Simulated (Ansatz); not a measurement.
# Al₂HO (quartet): RPA-PBE over vertical spin and charge gaps, cc-pVTZ

Aim: run Al₂HO (quartet) with these functionals over vertical spin and charge gaps, and hold them against the top wave-function level at the same points.

Method: cc-pVTZ, all electrons in the functionals, frozen cores in the correlation of double hybrids and RPA; program: Ansatz 0.2.0, Gaussian basis.

Plan: RPA-PBE, at charge 0, quartet; charge 0, doublet; charge 0, sextet; charge 1, triplet; charge 1, quintet.

7 further runs of the same task are left out: 2 for a known fault of the program, 5 set aside as unsound or not needed.

### 1 The system

The geometry is a PBE0/def2-TZVP stationary point (not a proven minimum).

4 atoms, charge 0, spin multiplicity 4.

Atoms are counted from 1 here; the program's logs count them from 0.

Bond lengths: Al1–Al2 2.344 Å, Al2–O3 1.647 Å, O3–H4 0.946 Å. Angles: Al1–Al2–O3 180.0°, Al2–O3–H4 180.0°.

Geometry (Å):

| atom | x (Å) | y (Å) | z (Å) |
| --- | --- | --- | --- |
| Al1 | 0.00000 | 0.00000 | -2.81850 |
| Al2 | 0.00000 | 0.00000 | -0.47410 |
| O3 | 0.00000 | 0.00000 | 1.17340 |
| H4 | 0.00000 | 0.00000 | 2.11920 |

No dispersion term is added.

The geometry shown and the zero of energy belong to the point charge 0, quartet. The yardstick, UCCSDT(Q), and other wave-function levels (R restricted, U unrestricted, valence and pair active spaces) come from earlier runs.

### 2 RPA-PBE, charge 0, quartet

File in.yaml:

```yaml
crystal:
  periodic: [false, false, false]
  atoms:
    - {symbol: Al, position_ang: [0.000000, 0.000000, -2.818500]}
    - {symbol: Al, position_ang: [0.000000, 0.000000, -0.474100]}
    - {symbol: O, position_ang: [0.000000, 0.000000, 1.173400]}
    - {symbol: H, position_ang: [0.000000, 0.000000, 2.119200]}
basis:
  gaussian: {orbitals: cc-pVTZ}
magnetization: {spin_polarized: true, initial_magnetization: 3}
hamiltonian: {xc: {name: PBE}}
correlation: {method: rpa, electrons: outside_noble_gas}
```

Launch:

```
$ ansatz run in.yaml --threads 2 --pin off --events-out ev --progress --plain --max-ram 15360MiB --backend cuda --devices 0, --max-vram 18GiB
```

The log of the run:

```text
Functional definition: PBE
  name "PBE"
  cite "Perdew, Burke & Ernzerhof, Phys. Rev. Lett. 77, 3865 (1996) doi:10.1103/PhysRevLett.77.3865"
  parent pbe
  parameter kappa = 0.804
  parameter beta = 0.06672455060314922
  exchange = pbe_x(kappa = kappa, mu = beta*pi^2/3)
  correlation = pbe_c(beta = beta)
701 factors; integrals over basis functions are off by at most 1.2e-3 eV
mean field evaluation 1: about -15239.3384 eV, gradient 4.9e1 eV
mean field evaluation 2: about -15239.3367 eV, gradient 4.9e1 eV
mean field evaluation 4: about -15238.7932 eV, gradient 2.6e1 eV
mean field evaluation 8: about -15247.3791 eV, gradient 6.5e-1 eV
mean field evaluation 16: about -15247.3812 eV, gradient 8.4e-5 eV
mean field evaluation 32: about -15135.5488 eV, gradient 6.8e1 eV
mean field -15247.38123807 eV, -560.3309254529 hartree, gradient 3.4e-6 eV, S^2 3.753180; 2 other end points of the search recorded, 0 dependent functions left out
11 core orbitals not correlated: weight in the atoms' cores, before any rotation towards them, 1.000 or more for the frozen orbitals, at most 0.000 for the correlated occupied ones
reference -15218.78409122 eV, -559.2799996899 hartree; 8, 5 occupied and 93, 96 virtual orbitals, 701 factors
Total energy: -15234.49489326 eV, -559.8573610156 hartree
```

It took 6 s on 1 × H100 (card shared with other runs) with 2 threads of AMD EPYC 7R13, shared host; peak host memory 0.85 GiB.

From the report: ⟨S²⟩ of the determinant 3.753 (pure quartet: 3.75).

### 3 RPA-PBE, charge 0, doublet

in.yaml, as its differences from that of step 2:

```diff
@@ -9,3 +9,3 @@
   gaussian: {orbitals: cc-pVTZ}
-magnetization: {spin_polarized: true, initial_magnetization: 3}
+magnetization: {spin_polarized: true, initial_magnetization: 1}
 hamiltonian: {xc: {name: PBE}}
```

Launched as before.

The log of the run, cut to the lines that bear on the results:

```text
Functional definition: PBE
  name "PBE"
  cite "Perdew, Burke & Ernzerhof, Phys. Rev. Lett. 77, 3865 (1996) doi:10.1103/PhysRevLett.77.3865"
  parent pbe
[...]
701 factors; integrals over basis functions are off by at most 1.2e-3 eV
[...]
mean field -15248.03136026 eV, -560.3548170027 hartree, gradient 2.9e-6 eV, S^2 0.756733; 12 other end points of the search recorded, 0 dependent functions left out
11 core orbitals not correlated: weight in the atoms' cores, before any rotation towards them, 1.000 or more for the frozen orbitals, at most 0.000 for the correlated occupied ones
reference -15218.84304811 eV, -559.2821663156 hartree; 7, 6 occupied and 94, 95 virtual orbitals, 701 factors
Total energy: -15235.25919860 eV, -559.8854487191 hartree
```

Run time: 5.5 s. Hardware: 1 × H100 (card shared with other runs) with 2 threads of AMD EPYC 7R13, shared host; peak host memory 0.85 GiB.

From the report: ⟨S²⟩ of the determinant 0.757 (pure doublet: 0.75).

From charge 0, quartet: -17.6 kcal/mol.

### 4 RPA-PBE, charge 0, sextet

in.yaml, as its differences from that of step 3:

```diff
@@ -9,3 +9,3 @@
   gaussian: {orbitals: cc-pVTZ}
-magnetization: {spin_polarized: true, initial_magnetization: 1}
+magnetization: {spin_polarized: true, initial_magnetization: 5}
 hamiltonian: {xc: {name: PBE}}
```

Launched as before.

The log of the run, cut to the lines that bear on the results:

```text
Functional definition: PBE
  name "PBE"
  cite "Perdew, Burke & Ernzerhof, Phys. Rev. Lett. 77, 3865 (1996) doi:10.1103/PhysRevLett.77.3865"
  parent pbe
[...]
701 factors; integrals over basis functions are off by at most 1.2e-3 eV
[...]
mean field -15241.19264714 eV, -560.1034989310 hartree, gradient 1.2e-6 eV, S^2 8.751479; 16 other end points of the search recorded, 0 dependent functions left out
11 core orbitals not correlated: weight in the atoms' cores, before any rotation towards them, 1.000 or more for the frozen orbitals, at most 0.000 for the correlated occupied ones
reference -15212.41301658 eV, -559.0458670155 hartree; 9, 4 occupied and 92, 97 virtual orbitals, 701 factors
Total energy: -15228.72436586 eV, -559.6452980452 hartree
```

Wall time 5.5 s (1 × H100 (card shared with other runs) with 2 threads of AMD EPYC 7R13, shared host); peak host memory 0.86 GiB.

From the report: ⟨S²⟩ of the determinant 8.751 (pure sextet: 8.75).

From charge 0, quartet: +133.1 kcal/mol.

### 5 RPA-PBE, charge 1, triplet

in.yaml, as its differences from that of step 4:

```diff
@@ -9,3 +9,4 @@
   gaussian: {orbitals: cc-pVTZ}
-magnetization: {spin_polarized: true, initial_magnetization: 5}
+total_charge: 1
+magnetization: {spin_polarized: true, initial_magnetization: 2}
 hamiltonian: {xc: {name: PBE}}
```

Launched as before.

The log of the run, cut to the lines that bear on the results:

```text
Functional definition: PBE
  name "PBE"
  cite "Perdew, Burke & Ernzerhof, Phys. Rev. Lett. 77, 3865 (1996) doi:10.1103/PhysRevLett.77.3865"
  parent pbe
[...]
701 factors; integrals over basis functions are off by at most 1.2e-3 eV
[...]
mean field -15240.69765044 eV, -560.0853081379 hartree, gradient 1.2e-6 eV, S^2 2.004367; 1 other end points of the search recorded, 0 dependent functions left out
11 core orbitals not correlated: weight in the atoms' cores, before any rotation towards them, 1.000 or more for the frozen orbitals, at most 0.000 for the correlated occupied ones
reference -15212.70462432 eV, -559.0565834024 hartree; 7, 5 occupied and 94, 96 virtual orbitals, 701 factors
Total energy: -15227.67342472 eV, -559.6066766706 hartree
```

It took 4.5 s on 1 × H100 (card shared with other runs) with 2 threads of AMD EPYC 7R13, shared host; peak host memory 0.85 GiB.

From the report: ⟨S²⟩ of the determinant 2.004 (pure triplet: 2.00).

From charge 0, quartet: +157.3 kcal/mol.

### 6 RPA-PBE, charge 1, quintet

in.yaml, as its differences from that of step 5:

```diff
@@ -10,3 +10,3 @@
 total_charge: 1
-magnetization: {spin_polarized: true, initial_magnetization: 2}
+magnetization: {spin_polarized: true, initial_magnetization: 4}
 hamiltonian: {xc: {name: PBE}}
```

The command is unchanged.

The log of the run, cut to the lines that bear on the results:

```text
Functional definition: PBE
  name "PBE"
  cite "Perdew, Burke & Ernzerhof, Phys. Rev. Lett. 77, 3865 (1996) doi:10.1103/PhysRevLett.77.3865"
  parent pbe
[...]
701 factors; integrals over basis functions are off by at most 1.2e-3 eV
[...]
mean field -15236.29885051 eV, -559.9236552221 hartree, gradient 2.8e-6 eV, S^2 6.001714; 15 other end points of the search recorded, 0 dependent functions left out
11 core orbitals not correlated: weight in the atoms' cores, before any rotation towards them, 1.000 or more for the frozen orbitals, at most 0.000 for the correlated occupied ones
reference -15208.06443493 eV, -558.8860595875 hartree; 8, 4 occupied and 93, 97 virtual orbitals, 701 factors
Total energy: -15223.77318999 eV, -559.4633456880 hartree
```

Wall time 7.5 s (1 × H100 (card shared with other runs) with 2 threads of AMD EPYC 7R13, shared host); peak host memory 0.86 GiB.

From the report: ⟨S²⟩ of the determinant 6.002 (pure quintet: 6.00).

From charge 0, quartet: +247.2 kcal/mol.

### 7 Against the wave-function levels

The yardstick is UCCSDT(Q), where the cluster series has nearly closed. It comes from earlier runs at the same points. Energies in kcal/mol, counted from charge 0, quartet; blanks weren't run or aren't comparable.

| level | quartet to doublet | quartet to sextet | ionisation to the triplet cation | ionisation to the quintet cation |
| --- | --- | --- | --- | --- |
| UCCSDT(Q) | -14.7 | 144.3 | 153.2 | 253.9 |
| RPA-PBE | -17.6 | 133.1 | 157.3 | 247.2 |

Largest miss and mean time a point (UCCSDT(Q) took 58 s a point; shared hosts):

| level | largest miss (kcal/mol) | where | time a point |
| --- | --- | --- | --- |
| RPA-PBE | -11.2 | quartet to sextet | 5.8 s |

### 8 Outcome

```
                                   quantity                               value
              quartet to doublet, UCCSDT(Q)                      -14.7 kcal/mol
               quartet to sextet, UCCSDT(Q)                      144.3 kcal/mol
ionisation to the triplet cation, UCCSDT(Q)                      153.2 kcal/mol
ionisation to the quintet cation, UCCSDT(Q)                      253.9 kcal/mol
                      largest miss, RPA-PBE  -11.2 kcal/mol (quartet to sextet)
```

In words: RPA-PBE strays by up to 11.2 kcal/mol, at quartet to sextet. Functionals and the yardstick converge differently with the basis, so part of each miss in cc-pVTZ is the basis.
